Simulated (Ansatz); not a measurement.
## Zinc, hcp: convergence with Methfessel-Paxton smearing

Computed with Ansatz, r²SCAN, scalar-relativistic PAW, on the relaxed cell (a = 2.619 Å, c = 4.839 Å (c/a = 1.848); spin not included). Errors count from a run at 500 eV on a Γ-centred 23×23×11 mesh with Fermi-Dirac smearing of 0.1 eV, extrapolated to zero width. Fixed here: cutoff 500 eV, mesh 14×14×7. The SCF starts from atomic densities corrected by a trained network.

```json
{"width (eV)": "0.01", "E(σ→0) error (meV/atom)": "2.0", "F error (meV/atom)": "2.0", "P (GPa)": "-0.01", "SCF iterations": "6"}
{"width (eV)": "0.03", "E(σ→0) error (meV/atom)": "2.0", "F error (meV/atom)": "2.0", "P (GPa)": "-0.01", "SCF iterations": "6"}
{"width (eV)": "0.1", "E(σ→0) error (meV/atom)": "2.0", "F error (meV/atom)": "2.0", "P (GPa)": "-0.03", "SCF iterations": "6"}
{"width (eV)": "0.2", "E(σ→0) error (meV/atom)": "2.2", "F error (meV/atom)": "2.5", "P (GPa)": "-0.01", "SCF iterations": "6"}
{"width (eV)": "0.3", "E(σ→0) error (meV/atom)": "2.7", "F error (meV/atom)": "2.8", "P (GPa)": "0.02", "SCF iterations": "6"}
{"width (eV)": "0.6", "E(σ→0) error (meV/atom)": "2.7", "F error (meV/atom)": "2.5", "P (GPa)": "-0.01", "SCF iterations": "6"}
{"width (eV)": "1.0", "E(σ→0) error (meV/atom)": "1.5", "F error (meV/atom)": "3.6", "P (GPa)": "-0.06", "SCF iterations": "6"}
```
